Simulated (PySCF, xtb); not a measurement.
Isomers of CH2Si in order of energy

4 gas-phase structures of CH2Si, found in a search over its isomers (lower ones may exist). Each was relaxed with GFN2-xTB:

A. `C=[Si]`, a singlet
B. `[C]=[SiH2]`, a singlet
C. a triplet given by its coordinates
D. a singlet given by its coordinates

C (Å):

```xyz
4

C    -0.2443    1.8180   -0.9243
Si   -0.1458    2.2767    0.8604
H     0.6486    1.3625   -1.3529
H    -1.1227    1.2467   -1.2254
```

Close contacts (Å): C1–Si2 1.85, C1–H3 1.09, C1–H4 1.09.

D (Å):

```yaml
atoms:
  - { symbol: C, position_ang: [-0.0177, 0.2295, -0.9797] }
  - { symbol: Si, position_ang: [0.0966, 0.8184, 0.6070] }
  - { symbol: H, position_ang: [-0.7136, 0.6994, -1.6689] }
  - { symbol: H, position_ang: [0.3576, 1.1560, 2.0005] }
```

Close contacts (Å): C1–Si2 1.70, C1–H3 1.09, Si2–H4 1.46.

**Question.** Which do you expect lowest at r2SCAN-D4/def2-SVP, and how would the others follow?

**Answer.** Calculated order at r2SCAN-D4/def2-SVP: A (0.0), C (35.6), D (51.5), B (93.4) kcal/mol.

Energies above the lowest of each column, in kcal/mol; the last columns are at PBE0-D3(BJ)/def2-SVP geometries and were run for some of them only (a dash: not run or not comparable):

```
structure  GFN2-xTB  HF/STO-3G  r2SCAN-D4/def2-SVP  PBE0-D3(BJ)/def2-SVP  CCSD(T)/def2-TZVPP
        A       0.0        0.0                 0.0                   0.0                 0.0
        C         –        8.0                35.6                  32.3                37.8
        D      20.5       90.0                51.5                  42.3                35.7
        B      63.3       87.8                93.4                     –                   –
```

Every level run on A puts it lowest or level with the lowest. CCSD(T)/def2-TZVPP orders those it was run on as A (0.0), D (35.7), C (37.8) kcal/mol. Frequencies (GFN2-xTB) were run for A, C, D alone. GFN2-xTB has no spin polarisation and isn't compared across spin states. Open shells are spin-unrestricted. Large T1 diagnostics make some coupled-cluster values less sure.

Programs: PySCF 2.14.0, xtb 6.7.1.
